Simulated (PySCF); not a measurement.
Compound: C2H4F2S.
Bonds: F1–C2, C2–S3, S3–C4, C4–F5. Hydrogens: H6, H7 on C2; H8, H9 on C4.

Torsions of this conformer, `[F:1][CH2:2][S:3][CH2:4][F:5]`: F1–C2–S3–C4 70°, C2–S3–C4–F5 70°.

The closed-shell ground state was solved at several levels (PySCF, density fitting, gas phase, non-relativistic). Geometry: GFN2-xTB, one conformer, isolated molecule.

```tsv
level	basis functions	total energy (Eh)	HOMO (eV)	LUMO (eV)	gap (eV)	dipole (D)
PBE0/def2-SVPD	145	-675.7440	-7.57	0.16	7.73	0.10
B3LYP/def2-SVPD	145	-676.1837	-7.34	-0.12	7.22	0.18
```

**Question.** Estimate the row for PBE0/pcSseg-1, a basis of 112 functions; the other rows only guide the guess.

**Answer.** Total energy -676.0098 Eh, HOMO -7.52 eV, LUMO 0.59 eV, gap 8.11 eV, dipole 0.11 D.

**Question.** Over all these levels, which gives the widest orbital gap and which the narrowest?

**Answer.** PBE0/pcSseg-1 (global hybrid, 25 % exact exchange) has the widest, 8.11 eV, and B3LYP/def2-SVPD (global hybrid, 20 % exact exchange) the narrowest, 7.22 eV. Functional and basis both differ between the two, so the spread mixes both effects.

**Question.** How far do the dipole and the HOMO energy spread over the levels?

**Answer.** The dipole runs from 0.10 to 0.18 D (mean 0.13 D) and the HOMO from -7.57 to -7.34 eV.
